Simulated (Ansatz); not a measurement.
Input file for `CC(F)C(F)F`:

```yaml
crystal:
  periodic: [false, false, false]
  atoms:
    - {symbol: C, position_ang: [0.178426, -0.886545, 0.940620]}
    - {symbol: C, position_ang: [0.545088, 0.171380, -0.064562]}
    - {symbol: F, position_ang: [1.407694, -0.360327, -1.005839]}
    - {symbol: C, position_ang: [-0.653658, 0.700474, -0.826327]}
    - {symbol: F, position_ang: [-0.276807, 1.702462, -1.650023]}
    - {symbol: F, position_ang: [-1.553490, 1.208098, 0.053228]}
    - {symbol: H, position_ang: [1.081890, -1.265006, 1.419658]}
    - {symbol: H, position_ang: [-0.332164, -1.720941, 0.454475]}
    - {symbol: H, position_ang: [-0.476776, -0.471132, 1.707102]}
    - {symbol: H, position_ang: [1.049593, 1.022260, 0.406098]}
    - {symbol: H, position_ang: [-1.144397, -0.073824, -1.426331]}
basis:
  gaussian: {orbitals: def2-TZVPP}
correlation: {method: ccsd_t}
```

```sh
$ ansatz run in.yaml --threads 4 --pin off --events-out ev --progress --plain
```

The program prints (abridged):

```
Functional definition: HF
1591 factors; integrals over basis functions are off by at most 7.5e-4 eV
mean field evaluation 1: about -11289.3487 eV, gradient 4.1e1 eV
mean field evaluation 2: about -11289.5828 eV, gradient 4.1e1 eV
mean field evaluation 4: about -11293.0115 eV, gradient 4.4e0 eV
mean field evaluation 8: about -11293.0693 eV, gradient 2.4e-1 eV
mean field -11293.06957392 eV, -415.0126521241 hartree, gradient 1.8e-6 eV, S^2 0.000000; 0 other end points of the search recorded, 0 dependent functions left out
6 core orbitals not correlated: weight in the atoms' cores, before any rotation towards them, 1.000 or more for the frozen orbitals, at most 0.000 for the correlated occupied ones
reference -11293.06957392 eV, -415.0126521241 hartree; 19, 19 occupied and 231, 231 virtual orbitals, 1591 factors
second order -34.03293599 eV of doubles, -0.00000000 eV of singles
cycle   1  -34.00016131 eV  change    3.3e-2 eV  update   1.1e-1
cycle   2  -34.68985008 eV  change   -6.9e-1 eV  update   3.2e-2
cycle   3  -34.84958337 eV  change   -1.6e-1 eV  update   1.5e-2
cycle   4  -34.83378190 eV  change    1.6e-2 eV  update   2.9e-3
cycle   5  -34.83235555 eV  change    1.4e-3 eV  update   1.2e-3
cycle   6  -34.83355433 eV  change   -1.2e-3 eV  update   3.7e-4
cycle   7  -34.83344137 eV  change    1.1e-4 eV  update   1.5e-4
cycle   8  -34.83333556 eV  change    1.1e-4 eV  update   4.5e-5
cycle   9  -34.83334204 eV  change   -6.5e-6 eV  update   1.5e-5
perturbative correction -1.15293428 eV, -0.0423695533 hartree
Total energy: -11329.05585025 eV, -416.3351233866 hartree
```

It took 2.4 min on 4 threads of a server CPU on a shared host, with 6.7 GiB of host memory at the peak.

The correlation energy is -35.986 eV, 3.2 % of it from (T); the T1 diagnostic reads 0.0111.
